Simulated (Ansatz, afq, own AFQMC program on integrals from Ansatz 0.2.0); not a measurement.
# H2Cl (doublet): AFQMC on the coupled-cluster ladder at distance H1–H2 along a hydrogen transfer = 0.971 Å, cc-pVTZ

Aim: compute H2Cl (doublet) with auxiliary-field quantum Monte Carlo on the same integrals as coupled cluster, and set the energies side by side.

Method: cc-pVTZ, frozen cores; program: Ansatz 0.2.0, Gaussian basis, and an in-house AFQMC program (afq) on its integrals; all values are calculated.

Plan: PBE (unrestricted); r2SCAN (unrestricted); CCSD(T) on UHF; PBE0 (unrestricted); B3LYP (unrestricted); wB97M-V (unrestricted); B2PLYP (unrestricted); CCSDT(Q) on UHF; Phaseless AFQMC, CISD trial on UHF.

### Step 1. The geometry

The geometry derives from fragments relaxed apart (PBE0/def2-TZVP) and kept rigid, so it is no stationary point. A hydrogen atom is moved between rigid fragments.

3 atoms, charge 0, spin multiplicity 2.

Atoms are counted from 1 here; the program's logs count them from 0.

Bond lengths: H2–Cl3 1.440 Å.

### Step 2. PBE (unrestricted)

in.yaml

```yaml
crystal:
  periodic: [false, false, false]
  atoms:
    - {symbol: H, position_ang: [0.000000, 0.000000, -1.127333]}
    - {symbol: H, position_ang: [0.000000, 0.000000, -0.156333]}
    - {symbol: Cl, position_ang: [0.000000, 0.000000, 1.283667]}
basis:
  gaussian: {orbitals: cc-pVTZ}
magnetization: {spin_polarized: true, initial_magnetization: 1}
hamiltonian: {xc: {name: PBE}}
output: {orbitals: {seedname: orbitals}}
```

Run with:

```sh
$ ansatz run in.yaml --threads 1 --pin off --events-out ev --progress --plain --max-ram 5632MiB --backend cpu
```

Standard output:

```text
Functional definition: PBE
  name "PBE"
  cite "Perdew, Burke & Ernzerhof, Phys. Rev. Lett. 77, 3865 (1996) doi:10.1103/PhysRevLett.77.3865"
  parent pbe
  parameter kappa = 0.804
  parameter beta = 0.06672455060314922
  exchange = pbe_x(kappa = kappa, mu = beta*pi^2/3)
  correlation = pbe_c(beta = beta)
393 factors; their error is unknown
mean field evaluation 1: about -12547.7840 eV, gradient 6.7e0 eV
mean field evaluation 2: about -12547.9056 eV, gradient 6.5e0 eV
mean field evaluation 4: about -12548.1321 eV, gradient 4.1e-1 eV
mean field evaluation 8: about -12548.1220 eV, gradient 1.1e-2 eV
mean field evaluation 16: about -12545.6533 eV, gradient 9.5e-1 eV
mean field -12548.12195632 eV, -461.1349764723 hartree, gradient 3.5e-5 eV, S^2 0.754718; 3 other end points of the search recorded, 0 dependent functions left out
reference -12548.12198481 eV, -461.1349775192 hartree; 10, 9 occupied and 52, 53 virtual orbitals, 393 factors
Total energy: -12548.12198481 eV, -461.1349775192 hartree
```

It took 0.94 s on 1 thread of AMD EPYC 7R13 (Zen 3), shared host; peak memory 1.6 GiB.

From the report: ⟨S²⟩ of the determinant 0.755 (pure doublet: 0.75).

### Step 3. r2SCAN (unrestricted)

in.yaml: that of step 2 with these lines changed.

```diff
@@ -9,3 +9,2 @@
 magnetization: {spin_polarized: true, initial_magnetization: 1}
-hamiltonian: {xc: {name: PBE}}
-output: {orbitals: {seedname: orbitals}}
+hamiltonian: {xc: {name: r2SCAN}}
```

Same command.

Standard output:

```text
Functional definition: r2SCAN
  name "r2SCAN"
  cite "Furness, Kaplan, Ning, Perdew & Sun, J. Phys. Chem. Lett. 11, 8208 (2020) doi:10.1021/acs.jpclett.0c02405"
  cite "Furness, Kaplan, Ning, Perdew & Sun, J. Phys. Chem. Lett. 11, 9248 (2020) doi:10.1021/acs.jpclett.0c03077"
  parent r2scan
  parameter k0 = 0.174
  parameter k1 = 0.065
  parameter a1 = 4.9479
  exchange = r2scan_x(k0 = k0, k1 = k1, a1 = a1)
  correlation = r2scan_c
393 factors; their error is unknown
mean field evaluation 1: about -12552.1761 eV, gradient 6.1e0 eV
mean field evaluation 2: about -12552.3570 eV, gradient 4.9e0 eV
mean field evaluation 4: about -12552.4836 eV, gradient 3.5e-1 eV
mean field evaluation 8: about -12552.4759 eV, gradient 1.3e-2 eV
mean field -12552.47590452 eV, -461.2949811175 hartree, gradient 6.1e-5 eV, S^2 0.758592; 0 other end points of the search recorded, 0 dependent functions left out
reference -12552.47591287 eV, -461.2949814243 hartree; 10, 9 occupied and 52, 53 virtual orbitals, 393 factors
Total energy: -12552.47591287 eV, -461.2949814243 hartree
```

Run time: 1.3 s. Hardware: 1 thread of AMD EPYC 7R13 (Zen 3), shared host; peak memory 1.6 GiB.

From the report: ⟨S²⟩ of the determinant 0.759 (pure doublet: 0.75).

### Step 4. CCSD(T) on UHF

in.yaml: that of step 3 with these lines changed.

```diff
@@ -9,2 +9,2 @@
 magnetization: {spin_polarized: true, initial_magnetization: 1}
-hamiltonian: {xc: {name: r2SCAN}}
+correlation: {method: ccsd_t, electrons: outside_noble_gas, hamiltonian_folder: ham}
```

Run with:

```sh
$ ansatz run in.yaml --threads 1 --pin off --events-out ev --progress --plain --max-ram 16896MiB --backend cuda --devices 0, --max-vram 18GiB
```

Standard output, shortened:

```text
Functional definition: HF
  name "HF"
  cite "Fock, Z. Phys. 61, 126 (1930) doi:10.1007/BF01340294"
  parent pbe
[...]
352 factors; integrals over basis functions are off by at most 7.3e-4 eV
[...]
mean field -12533.13159058 eV, -460.5840906921 hartree, gradient 1.8e-6 eV, S^2 0.789181; 1 other end points of the search recorded, 0 dependent functions left out
determinant -12533.13159058 eV, -460.5840906921 hartree, with singles and doubles -12539.57557633 eV, -460.8209028004 hartree
determinant -12530.98713792 eV, -460.5052835105 hartree, with singles and doubles -12537.38045680 eV, -460.7402336456 hartree
5 core orbitals not correlated: weight in the atoms' cores, before any rotation towards them, 1.000 or more for the frozen orbitals, at most 0.000 for the correlated occupied ones
reference -12533.13159058 eV, -460.5840906921 hartree; 5, 4 occupied and 52, 53 virtual orbitals, 352 factors
second order -5.71989087 eV of doubles, -0.00000000 eV of singles
cycle   1  -6.39942980 eV  change   -2.5e-1 eV  update   1.2e-2
[...]
cycle   8  -6.40958306 eV  change    5.1e-6 eV  update   8.9e-6
perturbative correction -0.22981477 eV, -0.0084455370 hartree
Total energy: -12539.77098841 eV, -460.8280840621 hartree
```

It took 2.9 s on 1 × NVIDIA H100 80GB HBM3 with 1 thread of AMD EPYC 7R13 (Zen 3), shared host; peak host memory 1.6 GiB.

From the report: ⟨S²⟩ of the determinant 0.789 (pure doublet: 0.75); correlation -6.6394 eV; T1 0.014; largest double amplitude 0.05.

This run also writes the integrals to the folder ham.

### Step 5. PBE0 (unrestricted)

in.yaml: that of step 4 with these lines changed.

```diff
@@ -9,2 +9,3 @@
 magnetization: {spin_polarized: true, initial_magnetization: 1}
-correlation: {method: ccsd_t, electrons: outside_noble_gas, hamiltonian_folder: ham}
+hamiltonian: {xc: {name: PBE0}}
+output: {orbitals: {seedname: orbitals}}
```

Run with:

```sh
$ ansatz run in.yaml --threads 1 --pin off --events-out ev --progress --plain --max-ram 5632MiB --backend cpu
```

Standard output:

```text
Functional definition: PBE0
  name "PBE0"
  cite "Adamo & Barone, J. Chem. Phys. 110, 6158 (1999) doi:10.1063/1.478522"
  cite "Perdew, Burke & Ernzerhof, Phys. Rev. Lett. 77, 3865 (1996) doi:10.1103/PhysRevLett.77.3865"
  parent pbe
  parameter a = 0.25
  parameter kappa = 0.804
  parameter beta = 0.06672455060314922
  exchange = (1 - a)*pbe_x(kappa = kappa, mu = beta*pi^2/3) + a*exact_x
  correlation = pbe_c(beta = beta)
419 factors; their error is unknown
mean field evaluation 1: about -12548.7837 eV, gradient 5.4e0 eV
mean field evaluation 2: about -12548.9245 eV, gradient 4.2e0 eV
mean field evaluation 4: about -12549.0213 eV, gradient 3.8e-1 eV
mean field evaluation 8: about -12549.0976 eV, gradient 1.8e-1 eV
mean field evaluation 16: about -12549.0977 eV, gradient 2.4e-5 eV
mean field -12549.09767393 eV, -461.1708334330 hartree, gradient 2.4e-5 eV, S^2 0.759554; 0 other end points of the search recorded, 0 dependent functions left out
reference -12549.09769572 eV, -461.1708342337 hartree; 10, 9 occupied and 52, 53 virtual orbitals, 419 factors
Total energy: -12549.09769572 eV, -461.1708342337 hartree
```

Wall time 0.73 s (1 thread of AMD EPYC 7R13 (Zen 3), shared host); peak memory 1.6 GiB.

From the report: ⟨S²⟩ of the determinant 0.760 (pure doublet: 0.75).

### Step 6. B3LYP (unrestricted)

in.yaml: that of step 5 with these lines changed.

```diff
@@ -9,3 +9,2 @@
 magnetization: {spin_polarized: true, initial_magnetization: 1}
-hamiltonian: {xc: {name: PBE0}}
-output: {orbitals: {seedname: orbitals}}
+hamiltonian: {xc: {name: B3LYP}}
```

Launched as before.

Standard output:

```text
Functional definition: B3LYP
  name "B3LYP"
  cite "Stephens, Devlin, Chabalowski & Frisch, J. Phys. Chem. 98, 11623 (1994) doi:10.1021/j100096a001"
  cite "Becke, Phys. Rev. A 38, 3098 (1988) doi:10.1103/PhysRevA.38.3098"
  cite "Lee, Yang & Parr, Phys. Rev. B 37, 785 (1988) doi:10.1103/PhysRevB.37.785"
  cite "Vosko, Wilk & Nusair, Can. J. Phys. 58, 1200 (1980) doi:10.1139/p80-159"
  parameter a0 = 0.2
  parameter ax = 0.72
  parameter ac = 0.81
  exchange = (1 - a0 - ax)*slater_x + ax*b88_x + a0*exact_x
  correlation = (1 - ac)*vwn_rpa_c + ac*lyp_c
408 factors; their error is unknown
mean field evaluation 1: about -12553.5875 eV, gradient 5.7e0 eV
mean field evaluation 2: about -12553.7067 eV, gradient 4.9e0 eV
mean field evaluation 4: about -12553.8240 eV, gradient 4.3e-1 eV
mean field evaluation 8: about -12553.8830 eV, gradient 3.2e-2 eV
mean field -12553.88300007 eV, -461.3466909251 hartree, gradient 2.6e-5 eV, S^2 0.757594; 0 other end points of the search recorded, 0 dependent functions left out
reference -12553.88318521 eV, -461.3466977288 hartree; 10, 9 occupied and 52, 53 virtual orbitals, 408 factors
Total energy: -12553.88318521 eV, -461.3466977288 hartree
```

Run time: 0.55 s. Hardware: 1 thread of AMD EPYC 7R13 (Zen 3), shared host; peak memory 1.6 GiB.

From the report: ⟨S²⟩ of the determinant 0.758 (pure doublet: 0.75).

### Step 7. wB97M-V (unrestricted)

in.yaml: that of step 6 with these lines changed.

```diff
@@ -9,2 +9,3 @@
 magnetization: {spin_polarized: true, initial_magnetization: 1}
-hamiltonian: {xc: {name: B3LYP}}
+hamiltonian: {xc: {name: wB97M-V}}
+output: {orbitals: {seedname: orbitals}}
```

Same command.

Standard output, shortened:

```text
Functional definition: wB97M-V
  name "wB97M-V"
  cite "Mardirossian & Head-Gordon, J. Chem. Phys. 144, 214110 (2016) doi:10.1063/1.4952647"
  cite "Becke, J. Chem. Phys. 107, 8554 (1997) doi:10.1063/1.475007"
  cite "Vydrov & Van Voorhis, J. Chem. Phys. 133, 244103 (2010) doi:10.1063/1.3521275"
  # Of w^i u^j: cxij and so on, Table III.
[...]
  gx(w, u) = 1 - cx + cx01*u + cx10*w
  gss(w, u) = css00 + css04*u^4 + css10*w + css20*w^2 + css43*w^4*u^3
  gos(w, u) = cos00 + cos10*w + (cos20 + cos21*u)*w^2 + (cos60 + cos61*u)*w^6
[...]
      + integral(e_c_pw_mod_opposite_spin*gos(b97_w_opposite, b97_u_opposite)) + vv10(b, c)
396 factors; their error is unknown
83 factors; integrals over basis functions are off by at most 8.9e-5 eV
[...]
mean field -12552.18637422 eV, -461.2843410752 hartree, gradient 1.6e-5 eV, S^2 0.757205; 0 other end points of the search recorded, 0 dependent functions left out
reference -12552.18640236 eV, -461.2843421092 hartree; 10, 9 occupied and 52, 53 virtual orbitals, 396 factors
Total energy: -12552.18640236 eV, -461.2843421092 hartree
```

It took 2 s on 1 thread of AMD EPYC 7R13 (Zen 3), shared host; peak memory 1.6 GiB.

From the report: ⟨S²⟩ of the determinant 0.757 (pure doublet: 0.75).

### Step 8. B2PLYP (unrestricted)

in.yaml: that of step 7 with these lines changed.

```diff
@@ -9,3 +9,3 @@
 magnetization: {spin_polarized: true, initial_magnetization: 1}
-hamiltonian: {xc: {name: wB97M-V}}
-output: {orbitals: {seedname: orbitals}}
+hamiltonian: {xc: {name: B2PLYP}}
+correlation: {electrons: outside_noble_gas}
```

Launched as before.

Standard output, shortened:

```text
Functional definition: B2PLYP
  name "B2PLYP"
  cite "Grimme, J. Chem. Phys. 124, 034108 (2006) doi:10.1063/1.2148954"
  cite "Becke, Phys. Rev. A 38, 3098 (1988) doi:10.1103/PhysRevA.38.3098"
  cite "Lee, Yang & Parr, Phys. Rev. B 37, 785 (1988) doi:10.1103/PhysRevB.37.785"
[...]
352 factors; integrals over basis functions are off by at most 7.3e-4 eV
[...]
mean field -12547.70286263 eV, -461.1195750630 hartree, gradient 2.5e-6 eV, S^2 0.767494; 0 other end points of the search recorded, 0 dependent functions left out
5 core orbitals not correlated: weight in the atoms' cores, before any rotation towards them, 1.000 or more for the frozen orbitals, at most 0.000 for the correlated occupied ones
reference -12547.70298145 eV, -461.1195794298 hartree; 5, 4 occupied and 52, 53 virtual orbitals, 352 factors
second order -7.00245502 eV of doubles, -0.00000000 eV of singles
Total energy: -12549.59364431 eV, -461.1890600082 hartree
```

Wall time 0.85 s (1 thread of AMD EPYC 7R13 (Zen 3), shared host); peak memory 1.6 GiB.

From the report: ⟨S²⟩ of the determinant 0.767 (pure doublet: 0.75).

### Step 9. CCSDT(Q) on UHF

in.yaml: that of step 8 with these lines changed.

```diff
@@ -9,3 +9,2 @@
 magnetization: {spin_polarized: true, initial_magnetization: 1}
-hamiltonian: {xc: {name: B2PLYP}}
-correlation: {electrons: outside_noble_gas}
+correlation: {method: ccsdt_q, electrons: outside_noble_gas}
```

Run with:

```sh
$ ansatz run in.yaml --threads 1 --pin off --events-out ev --progress --plain --max-ram 16896MiB --backend cuda --devices 0, --max-vram 18GiB
```

Standard output, shortened:

```text
Functional definition: HF
  name "HF"
  cite "Fock, Z. Phys. 61, 126 (1930) doi:10.1007/BF01340294"
  parent pbe
[...]
680 factors; integrals over basis functions are off by at most 2.6e-7 eV
[...]
mean field -12533.13159402 eV, -460.5840908186 hartree, gradient 3.8e-6 eV, S^2 0.789181; 1 other end points of the search recorded, 0 dependent functions left out
determinant -12533.13159402 eV, -460.5840908186 hartree, with singles and doubles -12539.57559248 eV, -460.8209033939 hartree
determinant -12530.98713717 eV, -460.5052834829 hartree, with singles and doubles -12537.38047664 eV, -460.7402343747 hartree
5 core orbitals not correlated: weight in the atoms' cores, before any rotation towards them, 1.000 or more for the frozen orbitals, at most 0.000 for the correlated occupied ones
reference -12533.13159402 eV, -460.5840908186 hartree; 5, 4 occupied and 52, 53 virtual orbitals, 680 factors
second order -5.71990671 eV of doubles, -0.00000000 eV of singles
cycle   1  -6.19596111 eV  change   -4.8e-1 eV  update   6.1e-2
[...]
cycle  15  -6.65817086 eV  change    6.4e-7 eV  update   1.8e-7
perturbative correction -0.00953264 eV, -0.0003503181 hartree
Total energy: -12539.79929752 eV, -460.8291244027 hartree
```

Wall time 4.2 s (1 × NVIDIA H100 80GB HBM3 with 1 thread of AMD EPYC 7R13 (Zen 3), shared host); peak host memory 1.6 GiB.

From the report: ⟨S²⟩ of the determinant 0.789 (pure doublet: 0.75); correlation -6.6677 eV; T1 0.015; largest double amplitude 0.06.

### Step 10. Phaseless AFQMC, CISD trial on UHF

It reads the integrals that the CCSD(T) run on this determinant wrote.

Run with:

```sh
$ afq ham --method phaseless --trial cisd --walkers 4000 --populations 20 --least-time 60 --time-step 0.005 --steps-per-block 50 --equilibration-blocks 28 --max-blocks 4000 --target-error 0.00018 --factor-cut 1e-05 --start spin_pure --seed 1272 --release-times 0.24,0.51,0.99,1.62,2.4 --release-step 0.03 --release-every 3 --taylor-order 6
```

Standard output:

```text
orbitals 57  electrons 5 4  factors 344 of 352
reference energy -460.58409069 Eh
CCSD correlation -0.23554767 Eh in 10 cycles, weight of the determinant in the CISD state 0.9064
energy of the start -460.818271 Eh
 block  time / (1/Eh)  mean weight  energy / Eh
     1     0.250  1.0001  -460.817839
     2     0.500  0.9998  -460.821066
     3     0.750  0.9999  -460.823738
     4     1.000  0.9999  -460.825493
     5     1.250  1.0002  -460.826590
     6     1.500  0.9999  -460.827618
     7     1.750  1.0002  -460.827943
     8     2.000  0.9999  -460.828342
     9     2.250  0.9998  -460.829566
    10     2.500  1.0001  -460.829603
    11     2.750  0.9996  -460.829664
    12     3.000  0.9994  -460.829078
    13     3.250  0.9999  -460.828840
    14     3.500  0.9998  -460.828922
    15     3.750  0.9998  -460.828602
    16     4.000  1.0001  -460.829161
    17     4.250  1.0000  -460.828628
    18     4.500  1.0003  -460.828887
    19     4.750  1.0000  -460.829318
    20     5.000  0.9999  -460.828799
    21     5.250  0.9998  -460.828949
    22     5.500  1.0001  -460.829506
    23     5.750  1.0003  -460.830034
    24     6.000  1.0002  -460.829513
    25     6.250  1.0001  -460.829652
    26     6.500  0.9999  -460.829111
    27     6.750  0.9997  -460.828678
    28     7.000  0.9996  -460.828921
    29     7.250  1.0000  -460.828988
    30     7.500  0.9997  -460.829381
    31     7.750  0.9999  -460.828308
    32     8.000  1.0003  -460.828715
    33     8.250  1.0001  -460.829120
    34     8.500  1.0002  -460.828927
    35     8.750  1.0000  -460.828792
    36     9.000  0.9999  -460.829273
    37     9.250  0.9999  -460.829292
    38     9.500  1.0003  -460.829029
    39     9.750  0.9998  -460.830184
    40    10.000  1.0002  -460.829146
    41    10.250  0.9996  -460.829493
    42    10.500  0.9999  -460.829201
    43    10.750  1.0000  -460.829144
    44    11.000  1.0000  -460.829064
    45    11.250  1.0002  -460.829154
    46    11.500  1.0001  -460.828965
    47    11.750  1.0002  -460.828300
    48    12.000  1.0000  -460.828789
    49    12.250  1.0001  -460.828738
    50    12.500  1.0001  -460.828916
    51    12.750  1.0000  -460.828261
    52    13.000  1.0001  -460.828785
    53    13.250  1.0000  -460.829243
    54    13.500  0.9997  -460.829415
    55    13.750  1.0002  -460.828676
    56    14.000  1.0002  -460.828908
    57    14.250  1.0004  -460.828758
    58    14.500  0.9999  -460.828708
    59    14.750  0.9997  -460.828956
    60    15.000  1.0000  -460.829102
    61    15.250  1.0001  -460.829407
    62    15.500  1.0001  -460.829326
    63    15.750  1.0002  -460.828684
    64    16.000  0.9999  -460.828877
    65    16.250  1.0001  -460.828736
    66    16.500  0.9997  -460.828436
    67    16.750  1.0000  -460.828776
    68    17.000  1.0000  -460.829360
    69    17.250  0.9999  -460.828634
    70    17.500  1.0000  -460.828944
    71    17.750  0.9993  -460.829121
    72    18.000  0.9996  -460.829345
    73    18.250  1.0001  -460.829442
    74    18.500  1.0001  -460.828933
    75    18.750  1.0001  -460.828758
    76    19.000  1.0000  -460.829175
    77    19.250  0.9998  -460.829054
    78    19.500  0.9996  -460.828774
error from the spread of 20 populations
released: time / (1/Eh)  energy / Eh  error  mean overlap
  0.24  -460.828979  0.000086  1.0008
  0.51  -460.829015  0.000099  1.0002
  0.99  -460.829360  0.000104  0.9884
  1.62  -460.829337  0.000076  0.9805
  2.40  -460.829225  0.000114  0.9716
energy -460.828990 +/- 0.000098 Eh
```

Run time: 47 s. Hardware: 1 × NVIDIA H100 80GB HBM3 with 2 threads of AMD EPYC 7R13 (Zen 3), shared host; peak host memory 1.6 GiB.

Energy -12539.7956 ± 0.0027 eV. Caveats: constraint bias not in the error.

### Step 11. AFQMC on the ladder

On the UHF determinant, counted from CCSDT(Q) (a yardstick, not exact):

| level | energy (eV) | from CCSDT(Q) (meV) | statistical error (meV) | time |
| --- | --- | --- | --- | --- |
| HF | -12533.1316 | +6667.7 |  |  |
| MP2 | -12538.8515 | +947.8 |  |  |
| CCSD | -12539.5412 | +258.1 |  |  |
| CCSD(T) | -12539.7710 | +28.3 |  |  |
| CCSDT(Q) | -12539.7993 | 0.0 |  |  |
| Phaseless AFQMC, CISD trial, step 0.005, 4000 walkers | -12539.7956 | +3.7 | 2.7 | 47 s |

The functionals' totals stand on their own zeros and serve differences with other points: PBE -12548.122 eV; r2SCAN -12552.476 eV; PBE0 -12549.098 eV; B3LYP -12553.883 eV; wB97M-V -12552.186 eV; B2PLYP -12549.594 eV.

### Step 12. Outcome

```
                                        quantity           value
                    CCSD(T) on UHF from CCSDT(Q)       +28.3 meV
Phaseless AFQMC, CISD trial on UHF from CCSDT(Q)  +3.7 ± 2.7 meV
```

On UHF the phaseless walk with the CISD trial lies +3.7 meV from CCSDT(Q), within three error bars. Error bars are statistical and leave out the constraint, the time step and what remains of the start.
